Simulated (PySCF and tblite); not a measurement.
The numbers below are computed, except where a source is named.
C₄H₅F, numbered as in [CH:1]#[C:2][CH2:3][CH2:4][F:5].

Level: PBE0-D3(BJ)/def2-TZVP//PBE0-D3(BJ)/def2-SVP, thermal terms from GFN2-xTB, symmetry numbers and mirror pairs counted. Conformers within 4 kcal/mol (GFN2-xTB free energy) were kept, 7 at most. GIAO shieldings: PBE0/pcSseg-2. Shifts are against TMS (¹H), TMS (¹³C), CFCl3 (¹⁹F) at the same level. (PySCF 2.14, tblite 0.8.)

Torsions listed: C2–C3–C4–F5. Of a mirror pair one member is shown.

```json
{"conformer": "1", "shape": "180°", "symmetry": "Cs", "E(GFN2) kcal/mol": "0.00", "E(DFT) kcal/mol": "0.00"}
{"conformer": "2", "shape": "63°", "symmetry": "C1 (pair)", "E(GFN2) kcal/mol": "1.06", "E(DFT) kcal/mol": "0.93"}
```

Question: How much do the weights at 298.15 K and the averaged shift of C2 depend on how the conformers are weighted?

Answer: 
| weighting | 1 (%) | 2 (%) | δ (ppm) | rms dipole (D) |
| --- | --- | --- | --- | --- |
| DFT energy with thermal terms, symmetry and mirror images (full scheme) | 70 | 30 | 84.5 | 1.37 |
| DFT energy with symmetry and mirror images | 71 | 29 | 84.5 | 1.37 |
| bare DFT energy | 83 | 17 | 84.1 | 1.26 |
| GFN2-xTB energy with symmetry and mirror images | 75 | 25 | 84.4 | 1.33 |
| GFN2-xTB free energy | 75 | 25 | 84.4 | 1.34 |
| leading conformer alone | 100 | 0 | 83.6 | 1.09 |
| equal weights | 50 | 50 | 85.2 | 1.54 |

The largest departure from the full scheme, 0.9 ppm, comes with: leading conformer alone.
